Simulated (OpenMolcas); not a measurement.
# How basis sets differ on CH5NSi (SMILES C[Si]N)

CH5NSi: 8 atoms, total charge 0, spin state singlet. As SMILES, `C[Si]N`. The shape is that of a PBE0-D4/def2-TZVP optimisation. This is one conformer, not always the lowest.

```xyz
8

C    -0.6600    0.8247   -0.5521
Si    0.9638    0.6538    0.4277
N     0.9322   -1.0344    0.6907
H    -1.0264   -0.1018   -1.0043
H    -0.5625    1.5834   -1.3341
H    -1.4314    1.1950    0.1359
H     1.6512   -1.5019    1.2201
H     0.2252   -1.6757    0.3603
```

Quantity: the dipole moment, in D. The values are calculated.

```csv
level,kind,program,value (D),CPU time
HF/ANO-R0 (sfX2C),Hartree–Fock,OpenMolcas,1.95,3.9 s
HF/ANO-S-MB,Hartree–Fock,OpenMolcas,1.55,2.9 s
HF/STO-3G,Hartree–Fock,OpenMolcas,0.88,3.8 s
HF/3-21G,Hartree–Fock,OpenMolcas,2.18,3.2 s
HF/def2-SVPD,Hartree–Fock,OpenMolcas,2.01,27 s
```

The values span 0.88 to 2.18 D. Magnitudes only. Sets without polarisation functions give poor dipoles. Times are those of the runs behind each value, whatever else they computed, on shared processors of several kinds: orders of magnitude only.
